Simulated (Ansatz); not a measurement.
**Si2 (triplet): wave-function methods side by side, aug-cc-pVTZ**

One table from this session's results is given with a row withheld; the runs are named, their logs left out.

The runs use Ansatz 0.2.0, Gaussian basis; aug-cc-pVTZ, core rule «outside noble gas», up to 10 orbitals frozen.

Plan: UHF; CCSD(T) on ROHF; CCSD(T) on UHF; BCCD(T) on ROHF; CCSDT(Q) on ROHF; CCSDT(Q) on UHF; CASSCF and MRCISD+Q, 8 electrons in 8 orbitals; CASSCF and NEVPT4(SD), 8 electrons in 8 orbitals; CASSCF and NEVPT2, 8 electrons in 8 orbitals.

5 further runs of the same task are left out: 5 set aside as unsound or not needed.

### The system

The geometry is a PBE0/def2-TZVPD stationary point (not a proven minimum) of the parent state, kept for this charge and spin.

2 atoms, charge 0, spin multiplicity 3.

Atoms are counted from 1 here; the program's logs count them from 0.

Bond lengths: Si1–Si2 2.172 Å.

Set-up of the first run:

The input, in.yaml:

```yaml
crystal:
  periodic: [false, false, false]
  atoms:
    - {symbol: Si, position_ang: [0.000000, 0.000000, 0.000000]}
    - {symbol: Si, position_ang: [0.000000, 0.000000, 2.171800]}
basis:
  gaussian: {orbitals: aug-cc-pVTZ}
magnetization: {spin_polarized: true, initial_magnetization: 2}
hamiltonian: {xc: hf}
output: {orbitals: {seedname: orbitals}}
```

Started as:

```bash
$ ansatz run in.yaml --threads 1 --pin off --events-out ev --progress --plain --max-ram 4096MiB --backend cpu
```

Among the steps run: UHF; CCSD(T) on ROHF; CCSD(T) on UHF; BCCD(T) on ROHF; CCSDT(Q) on ROHF; CCSDT(Q) on UHF; CASSCF and MRCISD+Q, 8 electrons in 8 orbitals; CASSCF and NEVPT4(SD), 8 electrons in 8 orbitals; CASSCF and NEVPT2, 8 electrons in 8 orbitals.

One of the session's tables, all rows but one given; the rest of the session is left out.

It belongs to the step «Misses and costs». 

| method | from RCCSDT(Q) (kcal/mol) |
| --- | --- |
| RMP2 | +25.42 |
| UMP2 | +27.52 |
| RCCSD | ? |
| UCCSD | +12.09 |
| RCCSD(T) | +2.08 |
| UCCSD(T) | +2.09 |
| BCCD(T) | +2.11 |
| RCCSDT | +1.11 |
| UCCSDT | +1.03 |
| RCCSDT(Q) | 0 |
| UCCSDT(Q) | -0.05 |
| CASSCF valence | +98.86 |
| NEVPT2 valence | +23.13 |
| NEVPT4(SD) valence | +3.09 |
| MRCISD valence | +10.02 |
| MRCISD+Q valence | +1.11 |

Q: Estimate the row for RCCSD from the others.

The run gave: from RCCSDT(Q) (kcal/mol): +12.38. In the column «from RCCSDT(Q) (kcal/mol)» it lies between UCCSD (+12.09) and NEVPT2 valence (+23.13).

Left out of the table: ROHF, UHF (another determinant or state than the rows shown).

To keep in mind: Warnings: coupled cluster took another determinant than the lowest. Restricted and unrestricted rows rest on different reference determinants; where their highest levels disagree by more than a few hundredths of an eV, they describe different states and don't form one ladder.
